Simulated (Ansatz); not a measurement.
## How far each method lies from full CI for CH₃Cl, singlet

Geometry: MP2(full)/6-31G*, from the G2/97 set.

```xyz
5

C     0.0000    0.0000   -1.2269
Cl    0.0000    0.0000    0.5504
H     0.0000    1.0293   -1.5798
H     0.8914   -0.5147   -1.5798
H    -0.8914   -0.5147   -1.5798
```

Basis STO-3G; Ansatz 0.2.0. Correlated methods freeze the noble-gas cores, which leaves 14 electrons in 11 orbitals. R marks a restricted (for open shells ROHF) determinant. Active spaces: valence = (14e, 11o) chosen from the atoms' valence shells.

Full CI is exact within this basis and frozen core; it isn't the basis-set limit.

The UHF ⟨S²⟩ is 0.000. The T1 diagnostic (RCCSD) is 0.0052 and the largest doubles amplitude (RCCSD) is 0.104.

| level | E − E(full CI) (kJ/mol) | share of correlation (%) | wall time |
| --- | --- | --- | --- |
| RHF | 223.8 | 0.00 | – |
| RMP2 | 59.6 | 73.36 | – |
| CISD | 9.4 | 95.80 | 0.12 s |
| RCCSD | 1.6 | 99.29 | – |
| RCCSD(T) | 0.5 | 99.79 | 0.15 s |
| BCCD(T) | 0.5 | 99.78 | 0.18 s |
| RCCSDT | 0.2 | 99.92 | – |
| CISDTQ | 0.2 | 99.92 | 0.3 s |
| RCCSDT(Q) | 0.0 | 99.99 | 0.43 s |
| RCCSDTQ | 0.0 | 100.00 | 3.2 s |

The correlation energy at full CI, counted from RHF, is -2.319 eV. That run took 0.4 s on 1 thread of AMD EPYC 7R13, shared host over 54,692 determinants.

Run but not shown, since their state or frozen core can't be matched to the reference's or they repeat it: CASSCF (valence space), NEVPT2 (valence space), MRCISD (valence space), MRCISD+Q (valence space).

Times hold each run's SCF and search for its determinant on a shared host, so for small cases they say little of a method's own cost; they ran on 1 thread of AMD EPYC 7R13.

The full-CI state has the irrep A' of Cs, in the program's axes (one component, if the state is degenerate).

Natural occupations of full CI about the gap: 1.999 1.983 1.975 1.975 1.966 0.035 0.023 0.023 0.020; effectively unpaired electrons, Σ n²(2−n)², 0.02.

Atomization energy (electronic, same basis, no zero-point term; atoms at the same level, unrestricted beside the R rows where the molecule is a closed shell, with restricted open-shell steps beyond CCSDT(Q)) at full CI: 1699.5 kJ/mol. Errors of other levels:

| level | error (kJ/mol) |
| --- | --- |
| RHF | -170.7 |
| RMP2 | -32.4 |
| CISD | -9.4 |
| RCCSD | -1.6 |
| RCCSD(T) | -0.5 |
| BCCD(T) | -0.5 |
| RCCSDT | -0.2 |
| CISDTQ | -0.2 |
| RCCSDT(Q) | 0.0 |
| RCCSDTQ | 0.0 |

This basis is far from its limit, so the value isn't to be set against a measured one. Truncated CI isn't size-consistent, which counts against it in atomization.
